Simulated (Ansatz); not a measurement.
C3H6O2 (`COC1CO1`), relaxed with RKS PBE0-D4/def2-TZVP in Ansatz 0.2.0 from a PBE-D4/def2-SVP geometry. The force threshold is 0.005 eV/Å; the program also tests the step.

The species carries charge 0 and has multiplicity 1.

Start:

```xyz
11

C    -0.171   -1.116   -1.356
O    -0.093    0.210   -0.856
C     0.381    0.274    0.433
C    -0.092    1.366    1.287
O    -0.535    0.012    1.491
H    -0.510   -1.052   -2.408
H     0.821   -1.626   -1.330
H    -0.898   -1.729   -0.778
H     1.385   -0.184    0.578
H     0.559    1.789    2.076
H    -0.847    2.056    0.863
```

Q: By how much does the energy fall, and how many steps does the optimiser take? (Best estimate.)

A: Computed: 5.20 kJ/mol, in 5 steps.

Q: Which bonds change most? (Estimate.)

A: Ansatz gave: C3–H9 from 1.113 to 1.092 Å; C4–H11 from 1.106 to 1.086 Å; C4–H10 from 1.107 to 1.087 Å; C1–H8 from 1.113 to 1.094 Å.

Q: Give the relaxed structure. (Best estimate.)

A: The calculation gave: 
```xyz
11

C    -0.170   -1.112   -1.342
O    -0.093    0.213   -0.857
C     0.379    0.280    0.421
C    -0.087    1.355    1.272
O    -0.531    0.010    1.463
H    -0.496   -1.054   -2.379
H     0.810   -1.604   -1.301
H    -0.891   -1.700   -0.766
H     1.363   -0.172    0.564
H     0.551    1.753    2.057
H    -0.836    2.031    0.870
```
